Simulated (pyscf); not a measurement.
Structures and frequencies: ωB97X-D3(BJ)/def2-SVP in PySCF. Correlated levels are frozen-core, on RHF or UHF. ΔMP2 is the change of the MP2 total energy from the triple- to the quadruple-zeta basis.

Q: How much does it cost (ΔH, 298 K, CCSD(T)/def2-TZVPP + ΔMP2(QZVPP)) to split HBe–CH₂–CH₃ (SMILES [BeH][CH2]C) at its Be–H bond into [Be–CH₂–CH₃]• + H•?

A: Be–H to [Be–CH₂–CH₃]• + H•: 4.01 eV. The radicals are drawn with the spin at the cut bond; how far it spreads was not checked. HBe–CH₂–CH₃ lies 0.78 eV over its isomer H₃C–Be–CH₃ (electronic energy, ωB97M-D3(BJ)/def2-TZVP). Other isomers of [Be–CH₂–CH₃]• were not searched in full and may lie lower. The CCSD(T) − MP2 part came from Ansatz, without density fitting, on the same reference.
